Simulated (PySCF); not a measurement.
# ClH3NaP, a complex of two parts: interaction energy

The task here is to estimate one member of a computed series from the others.

Programs: PySCF 2.14.0. All values are calculated, for the isolated system unless a continuum is named. Atoms count from 0, parts from 1.

### The system as given

6 atoms, charge 0, multiplicity 1; geometry: GFN2-xTB. Parts: 1 = atoms 0–1, `[Na][Cl]`, charge 0; 2 = atoms 2–5, `P`, charge 0.

The first run:

What the job is given:

```
{"job": {"xc": "PBE0", "basis": "def2-TZVPD", "d3": "d3bj", "grid": 3, "kind": "geom", "shake": 0.01}, "charge": 0, "multiplicity": 1, "parts": [{"atoms": "0-1", "charge": 0, "multiplicity": 1}, {"atoms": "2-5", "charge": 0, "multiplicity": 1}]}
Na     0.691624    -0.445686    -0.523364
Cl    -0.760196     0.458522     0.948236
P      2.507817    -1.582507    -2.475810
H      3.809151    -2.054013    -2.126053
H      2.217353    -2.702349    -3.227873
H      3.008519    -0.881126    -3.557792
```

Command:

```console
$ OMP_NUM_THREADS=1 python cluster_run.py task.json out
```

This one command runs all jobs of the session in turn.

Among the steps run: Relaxing the molecule at PBE0-D3(BJ)/def2-TZVPD; Coupled-cluster interaction energy: CCSD(T) and MP2, 2.98 Å; Coupled-cluster interaction energy: CCSD(T) and MP2, 3.12 Å; Coupled-cluster interaction energy: CCSD(T) and MP2, 3.27 Å; Coupled-cluster interaction energy: CCSD(T) and MP2, 2.83 Å; Coupled-cluster interaction energy: CCSD(T) and MP2, 3.72 Å; Coupled-cluster interaction energy: CCSD(T) and MP2, 2.68 Å; Coupled-cluster interaction energy: CCSD(T) and MP2, 4.46 Å; Coupled-cluster interaction energy: CCSD(T) and MP2, 5.95 Å.

One of the session's tables, all rows but one given; the rest of the session is left out.

It belongs to the step «Coupled-cluster interaction energy: CCSD(T) and MP2, 5.95 Å». 

```
                 method  interaction energy (kcal/mol)
         HF/aug-cc-pVDZ                              ?
        MP2/aug-cc-pVDZ                          -1.18
       CCSD/aug-cc-pVDZ                          -1.14
    CCSD(T)/aug-cc-pVDZ                          -1.13
         HF/aug-cc-pVQZ                          -1.24
        MP2/aug-cc-pVQZ                          -1.14
    SCS-MP2/aug-cc-pVQZ                          -1.14
      MP2, extrapolated                          -1.15
CCSD(T), limit estimate                          -1.10
```

Estimate the missing values for HF/aug-cc-pVDZ.

As computed: interaction energy (kcal/mol): -1.30. In the column «interaction energy (kcal/mol)» it is the lowest.
